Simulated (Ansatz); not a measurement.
Input file:

```yaml
crystal:
  periodic: [false, false, false]
  atoms:
    - {symbol: F, position_ang: [0.000000, -0.570508, -2.366098]}
    - {symbol: Ge, position_ang: [0.000000, -0.053434, 1.081331]}
    - {symbol: Si, position_ang: [0.000000, 0.458218, -1.135107]}
    - {symbol: H, position_ang: [0.000000, 1.836321, -1.702238]}
basis:
  gaussian: {orbitals: cc-pVDZ}
magnetization: {spin_polarized: false}
correlation: {method: mp2, electrons: all}
```

```sh
$ ansatz run in.yaml --threads 1 --pin off --events-out ev --progress --plain --max-ram 2393MiB
```

Problem. Roughly how long does this take on 1 thread of Arm Neoverse V1, shared host, and how much host memory?

Solution. 1.4 s wall and 0.12 GiB.

```
685 factors; integrals over basis functions are off by at most 1.1e-3 eV
mean field evaluation 1: about -67054.3789 eV, gradient 2.4e1 eV
mean field evaluation 2: about -67054.3841 eV, gradient 2.4e1 eV
mean field evaluation 4: about -67055.9461 eV, gradient 1.9e0 eV
mean field evaluation 8: about -67055.9758 eV, gradient 2.0e-3 eV
mean field evaluation 16: about -67055.8207 eV, gradient 2.2e0 eV
mean field -67055.97577791 eV, -2464.2616576655 hartree, gradient 2.8e-6 eV, S^2 0.000000; 3 other end points of the search recorded, 0 dependent functions left out; unrestricted orbitals would lower it
reference -67055.97577791 eV, -2464.2616576655 hartree; 28, 28 occupied and 36, 36 virtual orbitals, 685 factors
second order -10.30257746 eV of doubles, -0.00000000 eV of singles
Total energy: -67066.27835538 eV, -2464.6402704039 hartree
```
